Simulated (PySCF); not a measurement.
Simulated C 1s region for `C=CC(N)=O`, binding energy against the vacuum level.

Every computed line was given a Gaussian of 0.7 eV full width at half maximum and an area set by the number of equivalent atoms; the highest printed point is 100. Computed, not measured: delta-SCF UKS SCAN, pcX-2 on the ionised atom, pcseg-1 elsewhere, spin-free X2C in PySCF.

binding energy (eV), intensity and a bar:
```
    289.7          0 
    289.8          0 
    289.9          1 
    290.0          3 #
    290.1          7 ##
    290.2         14 ####
    290.3         25 ########
    290.4         40 ############
    290.5         58 #################
    290.6         77 #######################
    290.7         92 ############################
    290.8        100 ##############################
    290.9         99 ##############################
    291.0         90 ###########################
    291.1         74 ######################
    291.2         55 #################
    291.3         38 ###########
    291.4         23 #######
    291.5         13 ####
    291.6          6 ##
    291.7          3 #
    291.8          1 
    291.9          0 
    292.0          0 
    292.1          0 
    292.2          0 
    292.3          0 
    292.4          0 
    292.5          0 
    292.6          0 
    292.7          0 
    292.8          0 
    292.9          0 
    293.0          1 
    293.1          2 #
    293.2          5 ##
    293.3         11 ###
    293.4         18 ######
    293.5         29 #########
    293.6         40 ############
    293.7         49 ###############
    293.8         55 ################
    293.9         54 ################
    294.0         48 ##############
    294.1         38 ###########
    294.2         27 ########
    294.3         17 #####
    294.4          9 ###
    294.5          5 #
    294.6          2 #
    294.7          1 
    294.8          0
```

**Question.** How many maxima does the curve show, and how many computed lines lie under it?

**Answer.** The curve has 2 maxima (at 290.8 and 293.8 eV). Under it lie 3 lines from 3 inequivalent carbon sites. At this width some lines have no maximum of their own.

**Question.** Decompose the envelope and assign each component. Numbering: `[CH2:1]=[CH:2][C:3]([NH2:4])=[O:5]`.

**Answer.** 
```
position (eV)  relative area  line  atoms            environment
       290.72              1  C 1s     C1   terminal =CH2 carbon
       290.97              1  C 1s     C2       alkene CH carbon
       293.84              1  C 1s     C3  amide carbonyl carbon
```

**Question.** What are the centre and the root-mean-square width of the whole band?

**Answer.** The area-weighted mean of the lines is 291.84 eV. Their own spread about it is 1.42 eV (rms) and each Gaussian has σ = 0.7/2.355 = 0.30 eV; the variances add, which gives 1.45 eV.

Lowest listed C 1s: C1, bonded to C (double bond) and 2 H. Highest, 3.12 eV above it: C3, bonded to O (double bond), N and C. Summing the Pauling electronegativity differences to the bonded atoms, each weighted by its formal bond order, gives -0.70 for the lowest site and +2.27 for the highest; no listed site has a larger sum than the highest.

Shake-up satellites, vibrational structure and lifetime widths aren't simulated. Geometry: GFN2-xTB, one conformer, isolated molecule.

The run took 22 s on one thread of an Arm Neoverse V2 (shared host).

The values belong to the conformer `[CH2:1]=[CH:2][C:3]([NH2:4])=[O:5]`: C1–C2–C3–N4 180°, H–N4–C3–C2 -1°, H–N4–C3–C2 180°.
